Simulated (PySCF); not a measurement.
## GeH$_{3}$⁺, triplet in 6-31G: errors against full CI

Geometry: that of the GeH3, doublet, kept fixed. The singlet lies 3.7 eV lower here.

```xyz
4

Ge    0.0000    0.0000   -0.0187
H     1.4650    0.0169    0.4526
H    -0.7483    1.2611    0.4484
H    -0.7191   -1.2778    0.4488
```

Basis 6-31G (Cartesian d functions); PySCF 2.14.0. Correlated methods freeze the noble-gas cores and the filled d shells of p-block atoms, which leaves 6 electrons in 21 orbitals. R marks a restricted (for open shells ROHF) determinant, U an unrestricted one. No spin–orbit coupling is included, and no scalar relativity.

Full CI is exact within this basis and frozen core; it isn't the basis-set limit. The frozen core follows each run's orbitals, which can shift R against U totals by a few meV for light atoms and by up to 0.1 eV past Ca.

The determinant for coupled cluster was chosen by a search with trial CCSD, here up to 0.21 eV above the lowest Hartree–Fock solution of its kind, and MP2 stands on that determinant too.

* UHF ⟨S²⟩: 2.011
* T1 diagnostic (ROHF- or RHF-based CCSD): 0.0267
* largest doubles amplitude (ROHF- or RHF-based CCSD): 0.088

| level | E − E(determinant under the R cluster runs) (eV) |
| --- | --- |
| RMP2 | -1.3673 |
| RCCSD | -1.9347 |
| RCCSD(T) | -1.9624 |

(1) Estimate how far full CI in 6-31G lies from RCCSD(T). The table doesn't fix it; the size of (T) and the diagnostics are the guide.

(1) Full CI in 6-31G lies 1.2 kJ/mol below RCCSD(T), which is 46 % of the (T) step (-2.7 kJ/mol). The diagnostics give no warning, yet the rest is a sizeable part of (T).

The other levels:

```tsv
level	E − E(full CI) (kJ/mol)	share of correlation (%)	wall time
RCCSDT	0.1	99.96	3.7 s
```

The correlation energy at full CI, counted from the determinant under the R cluster runs, is -1.975 eV. Full CI, over all symmetries tried, took 84 s on 1 thread of Arm Neoverse V1, shared host; the state has 629,550 determinants.

Run but not shown, since their state, orbitals or frozen core can't be matched to the reference's or they repeat it: RHF, UHF, UMP2, UCCSD, UCCSD(T).

Times are those of the correlated step on a shared host, with one SCF added for the restricted CCSD run; they ran on 1 thread of Arm Neoverse V1.

The full-CI state has the irrep A'' of Cs, in the program's axes (one component, if the state is degenerate).

Natural occupations of full CI about the gap: 1.968 1.930 1.011 0.989 0.041 0.027 0.022 0.003 0.002 0.002; effectively unpaired electrons, Σ n²(2−n)², 2.03.
